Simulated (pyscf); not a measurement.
# Four-centre exchange: `[F][SiH2][F]` + `[FH]` -> `[F][SiH]([F])[F]` + `[H][H]`

Gas phase, singlet surface, charge 0. Bonds broken: Si2–H4, F6–H7. Bonds formed: Si2–F6, H4–H7. PySCF, gas phase, ωB97X-D3(BJ)/def2-SVP geometries.

Transition state (Å):

```xyz
7

F      0.2739     0.1453     1.0935
Si    -0.8317    -0.2438    -0.0134
F     -0.5990    -1.6117    -0.8313
H     -1.7821     0.9400    -0.7756
H     -2.0063    -0.5540     0.8294
F      0.1904     0.6810    -1.2979
H     -0.9059     1.0791    -1.2565
```

One imaginary mode, 1186i cm⁻¹; descent along it reached the two sides named.

| bond | change | reactant side (Å) | saddle | product side |
|---|---|---|---|---|
| Si2–H4 | breaks | 1.472 | 1.699 | 3.8 |
| F6–H7 | breaks | 0.929 | 1.167 | 2.488 |
| Si2–F6 | forms | 3.0 | 1.884 | 1.605 |
| H4–H7 | forms | 2.9 | 1.009 | 0.760 |

Electronic energies relative to the separated reactants (kJ/mol):

```
level                   barrier  reaction energy  reverse barrier
----------------------  -------  ---------------  ---------------
ωB97X-D3(BJ)/def2-TZVP    123.2           -140.6            263.8
PBE/def2-TZVP              95.6           -137.7            233.2
r²SCAN/def2-TZVP           98.3           -151.6            250.0
B3LYP-D3(BJ)/def2-TZVP    121.6           -142.8            264.3
PBE0-D3(BJ)/def2-TZVP     112.4           -135.2            247.6
M06-2X/def2-TZVP          125.5           -151.4            277.0
ωB97M-D3(BJ)/def2-TZVP    120.2           -141.9            262.2
HF/def2-TZVP              202.2           -138.2            340.4
```

With ωB97M-D3(BJ)/def2-TZVP energies and thermal terms (ideal gas, 1 atm, RRHO with modes under 100 cm⁻¹ raised to 100, one conformer, R ln 2 for chiral ones without a mode under 150 cm⁻¹), in kJ/mol:

| T (K) | ΔH‡ | ΔG‡ | ΔH | ΔG |
|---|---|---|---|---|
| 298 | 114.5 | 153.8 | -152.2 | -144.1 |
| 600 | 113.2 | 194.2 | -149.5 | -137.1 |
| 900 | 114.0 | 234.6 | -147.5 | -131.3 |
| 1200 | 115.7 | 274.6 | -146.2 | -126.1 |

One saddle was located; it need not be the lowest between these sides.
